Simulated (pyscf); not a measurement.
PySCF, gas phase, ωB97X-D3(BJ)/def2-SVP geometries.

**Question.** H₂S (SMILES S) + HS–ZnH (SMILES [SH][ZnH]) -> HS–Zn–SH (SMILES [SH][Zn][SH]) + H₂ (SMILES [H][H])
Surface: singlet. Broken: H–S, H–Zn. Formed: S–Zn, H–H. Give ΔE‡ and ΔE from ωB97M-D3(BJ)/def2-TZVP, relative to the separated reactants.

**Answer.** ΔE‡ = 74.2 kJ/mol, ΔE = -68.7 kJ/mol. Zero-point energy shifts the barrier by +0.7 kJ/mol. It is a four-centre exchange, with an imaginary mode of 1284i cm⁻¹. On the reactant side the descent ends in a complex, 33.3 kJ/mol under the separated species and 94.5 kJ/mol under the saddle at ωB97X-D3(BJ)/def2-TZVP. At ωB97X-D3(BJ)/def2-TZVP the barrier from the zero used here is 61.2 kJ/mol. One saddle was located; it need not be the lowest between these sides. Elements up to Kr have no core potential and no relativistic terms here.
